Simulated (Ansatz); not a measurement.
For anthracene C14H10, PBE (PAW; Ansatz, a first-principles code) gives:

* **equilibrium volume per atom**: 12.67 Å³/atom
* **formation enthalpy**: -0.006 eV/atom

Task: What does r²SCAN (Ansatz, plane waves, PAW) give for the same quantities?

Result: 
- equilibrium volume per atom: 9.97 Å³/atom (falls by 21 %)
- formation enthalpy: 0.003 eV/atom (moves by +0.009 eV/atom)

For comparison: equilibrium volume per atom 9.51 Å³/atom (measured, temperature not stated, no zero-point or thermal correction, from a published cell, pressure not stated; as tabulated in Pia et al. (2024), arXiv:2402.13059).

Changes are worked out from the printed values.

Unless a cell is named, each level is at its own relaxed cell.

Caveats: the cell comes from a level without a dispersion term, which matters for the spacing of layers, chains or molecules (PBE, r²SCAN). Ansatz's density-functional and Hartree–Fock values are scalar-relativistic unless marked +SOC, with PAW data made under PBE.
